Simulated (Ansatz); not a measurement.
in.yaml

```yaml
crystal:
  periodic: [false, false, false]
  atoms:
    - {symbol: Al, position_ang: [-1.240617, 0.000000, 0.000000]}
    - {symbol: H, position_ang: [-2.033540, 1.373384, 0.000000]}
    - {symbol: H, position_ang: [-2.033540, -1.373384, 0.000000]}
    - {symbol: H, position_ang: [0.345231, 0.000000, 0.000000]}
    - {symbol: F, position_ang: [1.959383, 0.000000, 0.000000]}
basis:
  gaussian: {orbitals: "6-31G*"}
magnetization: {spin_polarized: false, initial_magnetization: 1}
correlation: {method: ccsd_t, electrons: outside_noble_gas}
accuracy: high
```

```sh
$ ansatz run in.yaml --threads 1 --pin off --events-out ev --progress --plain --max-ram 2393MiB
```

Output:

```
726 factors; integrals over basis functions are off by at most 4.9e-9 eV
mean field evaluation 1: about -9327.0172 eV, gradient 3.3e1 eV
mean field evaluation 2: about -9327.0383 eV, gradient 3.3e1 eV
mean field evaluation 4: about -9331.6230 eV, gradient 9.6e0 eV
mean field evaluation 8: about -9332.5454 eV, gradient 7.1e-1 eV
mean field evaluation 16: about -9332.5499 eV, gradient 4.2e-5 eV
mean field evaluation 32: about -9331.8286 eV, gradient 5.4e0 eV
mean field evaluation 64: about -9331.9981 eV, gradient 5.1e-1 eV
mean field evaluation 96: about -9331.9529 eV, gradient 8.5e-5 eV
mean field evaluation 128: about -9331.9529 eV, gradient 7.4e-3 eV
mean field evaluation 160: about -9331.9473 eV, gradient 6.3e-1 eV
...
cycle  12  -6.10494369 eV  change   -3.9e-7 eV  update   2.8e-7
cycle  13  -6.10494385 eV  change   -1.5e-7 eV  update   1.4e-7
cycle  14  -6.10494387 eV  change   -2.2e-8 eV  update   7.0e-8
cycle  15  -6.10494387 eV  change   9.8e-10 eV  update   3.4e-8
cycle  16  -6.10494364 eV  change    2.3e-7 eV  update   5.9e-8
cycle  17  -6.10494361 eV  change    3.2e-8 eV  update   2.1e-8
cycle  18  -6.10494360 eV  change    1.1e-8 eV  update   6.8e-9
cycle  19  -6.10494360 eV  change  -5.6e-11 eV  update   3.2e-9
cycle  20  -6.10494360 eV  change   9.1e-11 eV  update   1.7e-9
cycle  21  -6.10494360 eV  change  -3.5e-10 eV  update  8.2e-10
perturbative correction -0.08740156 eV, -0.0032119481 hartree
Total energy: -9338.74220143 eV, -343.1924458756 hartree
```

Ran on 1 thread of Arm Neoverse V1, shared host: 4.3 s wall, 0.17 GiB peak host memory.
